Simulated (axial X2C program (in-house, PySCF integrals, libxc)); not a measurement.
Nuclear properties of LiH⁻

Computed with an in-house all-electron X2C program for linear molecules (integrals from PySCF): two-component X2C with atomic mean-field Coulomb and Gaunt terms, Gaussian nuclei, basis Li dyall-av3z, H dyall-av3z with contracted cores.

R = 1.671 Å (near the PBE0 minimum at charge -1 of the determinant lowest at the starting distance; the state shown can have its own minimum elsewhere).

Input and command:
```json
{"zs": [3, 1], "q": -1, "bas": ["dyall-av3z", "dyall-av3z"], "r0": 1.65, "levels": ["PBE0", "HF", "r2SCAN", "TPSSh", "B3LYP"], "nst": 3}
```
```bash
python soeom.py task.json out
```

Keys: zs atomic numbers; q charge; bas basis sets; r0 starting distance in Å; levels methods; nst determinants followed.

Determinant lowest in the PBE0 search, Ω = 1/2 (⟨Sz⟩ = 0.50, ⟨Lz⟩ = 0.00 at PBE0), spin on the atoms Li 0.37, H 0.13:

| level | Eeff magnitude (GV/cm) | Ws magnitude Li (kHz) | A∥/gI Li (MHz) | qzz Li (a.u.) | A∥/gI H (MHz) | qzz H (a.u.) |
| --- | --- | --- | --- | --- | --- | --- |
| PBE0 | 6.13e-05 | 6.69e-05 | 18.8 | -0.04 | 9.36 | 0.04 |
| HF | 5.63e-05 | 5.53e-05 | 17.5 | -0.04 | 8.5 | 0.04 |
| r2SCAN | 5.92e-05 | 6.47e-05 | 21.6 | -0.04 | 15 | 0.04 |
| TPSSh | 5.26e-05 | 6.02e-05 | 17.2 | -0.04 | 14.5 | 0.04 |
| B3LYP | 6.53e-05 | 8.4e-05 | 28 | -0.05 | 11.2 | 0.04 |

Determinant 0.51 eV from it at PBE0 and this distance, Ω = 3/2 (⟨Sz⟩ = 0.50, ⟨Lz⟩ = 1.00 at PBE0), spin on the atoms Li 0.51, H -0.01:

```
 level  Eeff magnitude (GV/cm)  Ws magnitude Li (kHz)  Ws magnitude H (kHz)  A∥/gI Li (MHz)  qzz Li (a.u.)  A∥/gI H (MHz)  qzz H (a.u.)
  PBE0                8.95e-05               8.09e-08              1.19e-08           0.279          -0.04         -0.376          0.04
    HF                7.76e-05                1.4e-07              1.87e-08           0.233          -0.04         -0.347          0.04
r2SCAN                8.71e-05                2.5e-07              1.11e-09           0.083          -0.04         -0.105          0.04
 TPSSh                9.46e-05               7.15e-08              3.75e-09            0.15          -0.04         -0.193          0.04
 B3LYP                9.58e-05                1.1e-07              8.93e-09          0.0391          -0.04         0.0335          0.04
```

Eeff is the effective electric field on the electron electric dipole moment in this Ω state and Ws the scalar–pseudoscalar constant of the nucleus named (defined with the proton number Z and per Ω); A∥ (defined per Ω) follows by multiplying with gI = μI/(I μN); qzz is the electric field gradient, eQq0 = 234.96 MHz × Q/barn × qzz. The operators were transformed with the bare-nucleus X2C matrices; with these basis sets, hyperfine constants and field gradients can be off by tens of per cent, and where levels differ in sign neither size nor sign is settled.

Problem. With gI(7Li) = 2.1710, gI(1H) = 5.5857 (g factors from the IAEA table of nuclear moments by Stone), turn the PBE0 values of the first state into constants in MHz.

Solution. A∥(7Li) = 18.8 × 2.1710 = 40.8 MHz; A∥(1H) = 9.36 × 5.5857 = 52.3 MHz.

Each state is one determinant with collinear spin. Unrestricted Hartree–Fock can overshoot spin polarisation at the nuclei. For an anion, determinants above electron detachment, or with a positive highest level, are held by the basis set. The search compared states at one distance, so a state with another bond length can lie lower. The sign of Ws at H differs between levels in the first state. The sign of Ws at H differs between levels in the second state. PBE0 term energies can be off by some tenths of an eV.
